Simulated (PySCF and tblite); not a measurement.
The numbers below are computed, except where a source is named.
Molecule: C₅H₁₁N, numbered as in [CH3:1][C@H:2]1[CH2:3][CH2:4][NH:5][CH2:6]1; H are named by their carrier, a and b as at the first point (Å):

```
C1       1.957    0.303   -0.010
C2       0.479    0.643    0.128
C3      -0.338    0.184   -1.096
C4      -1.583   -0.459   -0.490
N5      -1.040   -1.089    0.697
C6      -0.186   -0.087    1.314
H1a      2.510    0.638    0.865
H1b      2.377    0.789   -0.889
H1c      2.085   -0.772   -0.112
H2       0.379    1.724    0.264
H3a      0.223   -0.571   -1.647
H3b     -0.579    1.004   -1.770
H4a     -2.338    0.314   -0.261
H4b     -2.037   -1.207   -1.142
H5      -1.757   -1.426    1.330
H6a      0.545   -0.580    1.958
H6b     -0.755    0.632    1.926
```

The ring 2–3–4–5–6 is held at Altona–Sundaralingam phase angles P (ν_j = ν_max cos(P + 144°(j − 2)), ν_j about the bond from ring atom j to j + 1, counted from 0) and the rest relaxed at GFN2-xTB. Energies: PBE0/pcSseg-1 + D3(BJ). Couplings: B3LYP/6-31G* with H pcJ-1, gas phase, for ¹H. (tblite 0.8, PySCF 2.14.)

Problem. How do the most sensitive couplings change along the phase angle P?

Solution. 
```tsv
phase angle P °	³J(H5,H6a)	³J(H4b,H5)	³J(H3b,H4b)	³J(H2,H3a)	³J(H3a,H4a)	³J(H2,H6a)	³J(H4a,H5)
0	-0.4	0.1	0.1	7.5	11.0	1.9	3.9
72	-0.4	0.6	8.8	0.1	1.4	0.1	9.4
144	8.4	13.7	12.3	0.1	0.1	2.0	7.7
216	14.5	13.4	7.8	7.0	2.2	9.9	7.9
288	7.5	1.2	0.1	11.4	11.3	10.3	11.9
```
Values in Hz.

Problem. Set ³J(H5,H6a) against its H–N–C–H torsion.

Solution. 79°: -0.4 Hz, 80°: -0.4 Hz, 132°: 7.5 Hz, 135°: 8.4 Hz, 166°: 14.5 Hz.

Problem. With the energies 0.12, 0.60, 0.87, 0.10, 0.65 kcal/mol at these points, what are the Boltzmann averages at 298 K?

Solution. ³J(H5,H6a) 6.3, ³J(H4b,H5) 5.9, ³J(H3b,H4b) 4.9, ³J(H2,H3a) 6.2, ³J(H3a,H4a) 5.8, ³J(H2,H6a) 5.4, ³J(H4a,H5) 7.3 Hz, over these points alone; points not sampled, such as mirror images that interchange a and b, would even out couplings that symmetry makes equal.
